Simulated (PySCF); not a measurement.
HCl: frontier orbitals

PBE0 at R = 1.282 Å; PySCF, no relativity, basis sets H 6-31G(d,p), Cl 6-31G(d,p). State: ¹Σ⁺ (singlet), closed shell. Only the outer orbitals are listed, counted within each symmetry.

```
orbital  occ.  ε (eV)  on H (%)            main shells (%)
     4σ     2  -23.64        11            87 Cl s, 10 H s
     5σ     2  -13.24        29   60 Cl p, 29 H s, 10 Cl s
     2π     2   -9.35         0                   100 Cl p
     2π     2   -9.35         0                   100 Cl p
     6σ     0    0.74        77            77 H s, 26 Cl p
     7σ     0   10.56        -6  81 Cl s, 14 Cl p, 11 Cl d
     8σ     0   11.49         4           76 Cl p, 18 Cl s
```

Task: Which are the highest filled and the lowest empty level, where do they sit, and how wide is the gap?

Result: Highest filled 2π at -9.35 eV (in %: 100 Cl p); lowest empty 6σ at 0.74 eV (in %: 77 H s, 26 Cl p); the gap at PBE0 is 10.09 eV. An empty level above zero is unbound, and its energy depends on the basis.

- bond order (Mayer): 0.95
- ⟨S²⟩: 0.000
- charge on H (Mulliken, basis-dependent): 0.20
- charge on H (Löwdin, basis-dependent): 0.12
- dipole moment (positive dipole means H(−)Cl(+)): -1.48 D
- polarisability along the bond: 13.1 bohr³
- polarisability across the bond: 6.3 bohr³

Shares are Mulliken populations and can fall outside 0 to 100 %.
